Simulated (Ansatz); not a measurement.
## How far each method lies from UCCSDT(Q) for BH$_{2}$, quartet

Geometry: that of the BH2⁻, triplet, kept fixed. The doublet lies 5.3 eV lower here.

```xyz
3

B     0.0000   -0.0819    0.0000
H     0.0000    0.4392   -1.0911
H     0.0000    0.4392    1.0911
```

Basis aug-cc-pVTZ; Ansatz 0.2.0. Correlated methods freeze the noble-gas cores, which leaves 5 electrons in 91 orbitals. Prefix R: restricted or restricted open-shell reference; prefix U: unrestricted. Active spaces: valence = (5e, 6o) chosen from the atoms' valence shells.

Full CI isn't at hand for all of this; UCCSDT(Q) serves as the reference, and is uncertain by the last step of the cluster series or more. The frozen core follows each run's orbitals, which can shift R against U totals by a few meV.

HF rows: RHF is the determinant under the cluster runs, UHF is the lowest solution found. Coupled cluster chose its determinant by a search with trial CCSD, here up to 0.04 eV above the lowest Hartree–Fock solution of its kind, and MP2 stands on that determinant too.

- UHF ⟨S²⟩: 3.762
- T1 diagnostic (RCCSD): 0.0169
- largest doubles amplitude (RCCSD): 0.054
- T1 diagnostic (UCCSD): 0.0207

| level | E − E(UCCSDT(Q)) (kJ/mol) | share of correlation (%) | wall time |
| --- | --- | --- | --- |
| RHF | 276.4 | 0.00 | – |
| UHF | 265.8 | 3.84 | – |
| RMP2 | 56.6 | 79.51 | – |
| UMP2 | 60.9 | 77.98 | – |
| RCCSD* | 11.7 | 95.78 | – |
| UCCSD | 11.2 | 95.93 | – |
| RCCSD(T)* | 2.3 | 99.16 | 5.5 s (H100) |
| UCCSD(T) | 2.2 | 99.20 | 6 s (H100) |
| BCCD(T)* | 2.3 | 99.16 | 3.2 s (H100) |
| RCCSDT* | 0.4 | 99.85 | – |
| UCCSDT | 0.3 | 99.89 | – |
| RCCSDT(Q)* | 0.1 | 99.97 | 4.5 s (H100) |

An asterisk marks runs whose energy the program itself flagged as in doubt.

The correlation energy at UCCSDT(Q), counted from RHF, is -2.865 eV. That run took 4.5 s on 2 threads of AMD EPYC 7R13 with a shared H100 80 GB, shared host.

Run but not shown, since their state, orbitals or frozen core can't be matched to the reference's or they repeat it: CASSCF (valence space), NEVPT2 (valence space), MRCISD (valence space), MRCISD+Q (valence space), MRCISD+Q(relaxed) (valence space).

Times hold each run's SCF and search for its determinant on a shared host, so for small cases they say little of a method's own cost. Some runs computed forces too.

Natural occupations of CASSCF (valence space) about the gap: 1.952 1.012 1.000 0.988 0.029 0.019; effectively unpaired electrons, Σ n²(2−n)², 3.01.
